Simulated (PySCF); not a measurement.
Molecule: `C[C@H]1CC=C1Cl`, C5H7Cl.

Molfile (atoms numbered from 1):
```
C5H7Cl
     RDKit          3D

 13 13  0  0  0  0  0  0  0  0999 V2000
    1.4591   -0.7055    0.2495 C   0  0  0  0  0  0  0  0  0  0  0  0
    0.2771   -0.1250   -0.4984 C   0  0  1  0  0  0  0  0  0  0  0  0
   -1.1554   -0.4528    0.0371 C   0  0  0  0  0  0  0  0  0  0  0  0
   -1.3320    1.0318    0.2652 C   0  0  0  0  0  0  0  0  0  0  0  0
   -0.1017    1.3007   -0.1909 C   0  0  0  0  0  0  0  0  0  0  0  0
    0.8154    2.7339   -0.3836 Cl  0  0  0  0  0  0  0  0  0  0  0  0
    1.5501   -1.7879    0.0703 H   0  0  0  0  0  0  0  0  0  0  0  0
    1.3562   -0.5425    1.3338 H   0  0  0  0  0  0  0  0  0  0  0  0
    2.3966   -0.2282   -0.0750 H   0  0  0  0  0  0  0  0  0  0  0  0
    0.3718   -0.3124   -1.5821 H   0  0  0  0  0  0  0  0  0  0  0  0
   -1.8315   -0.9068   -0.7062 H   0  0  0  0  0  0  0  0  0  0  0  0
   -1.1566   -1.0759    0.9467 H   0  0  0  0  0  0  0  0  0  0  0  0
   -2.1512    1.6424    0.6468 H   0  0  0  0  0  0  0  0  0  0  0  0
  1  2  1  0
  2  3  1  0
  3  4  1  0
  4  5  2  0
  5  6  1  0
  5  2  1  0
  1  7  1  0
  1  8  1  0
  1  9  1  0
  2 10  1  6
  3 11  1  0
  3 12  1  0
  4 13  1  0
M  END
```

Geometry PBE0-D3(BJ)/def2-SVP throughout; GIAO in PySCF 2.14.0 with density-fitted response routines, gas phase, one conformer, non-relativistic; equivalent atoms averaged; functional PBE0.

(1) How do the absolute shieldings σ depend on the basis set? (a selection of nuclei; ppm; last column core-seconds on shared hosts with different chips, so compare them loosely)

(2) Which nucleus among those listed moves most, in ppm?

(3) Taking the largest basis, def2-TZVP (234 functions), as the yardstick, rank the others by their worst heavy-atom deviation.

## Answers

(1) 
```csv
basis set,functions,C4,C2,C3,C1,Cl6,H13,H11,H12,H7/H8/H9,core-s
STO-3G,41,119.2,192.1,197.6,214.3,942.6,27.08,30.50,30.78,31.58,2.7
6-31G,72,72.6,155.0,164.5,181.6,776.3,26.57,29.93,30.43,31.36,5.6
6-31G*,102,69.8,151.4,160.6,177.0,761.4,26.26,29.54,30.05,30.88,8
def2-SVP,123,68.4,152.3,161.5,176.7,772.5,25.69,29.07,29.67,30.38,10
pcSseg-1,144,47.8,137.9,148.3,165.9,722.1,25.33,28.70,29.37,30.13,22
"6-311+G(2d,p)",212,53.1,140.0,151.2,168.8,723.7,25.53,28.91,29.59,30.36,21
def2-TZVP,234,52.0,139.4,150.5,168.3,701.4,25.49,28.90,29.55,30.35,26
```

(2) Cl6 (chlorine bonded to C): from 701.4 ppm with def2-TZVP to 942.6 ppm with STO-3G. The smallest spread is 1.41 ppm, at H12. Proton shifts span only some 12 ppm, so a few tenths of a ppm matter as much there as several ppm in carbon.

(3) pcSseg-1 20.7 ppm (144 functions), 6-311+G(2d,p) 22.3 ppm (212 functions), 6-31G* 59.9 ppm (102 functions), def2-SVP 71.1 ppm (123 functions), 6-31G 74.8 ppm (72 functions), STO-3G 241.2 ppm (41 functions).

A small basis that lands close on one nucleus may do so by chance; judge by the trend and by all nuclei.
